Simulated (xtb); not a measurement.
xtb input:

```bash
xtb mol.xyz --gfn 1 --sp --chrg 0 --uhf 0
```
mol.xyz:
```
7

C     -0.00105023    -0.00044593     0.21807837
C     -0.00682676    -0.00289863     1.41756777
C      0.00595226     0.00252732    -1.23597935
H     -0.01194066    -0.00506999     2.47946412
H      0.01516829     1.02317495    -1.62370089
H      0.88736845    -0.51296496    -1.62264162
H     -0.87904773    -0.50023658    -1.63112234
```

Problem. Which total energy does the run end on?

Solution. -8.42478 Eh (GFN1-xTB).
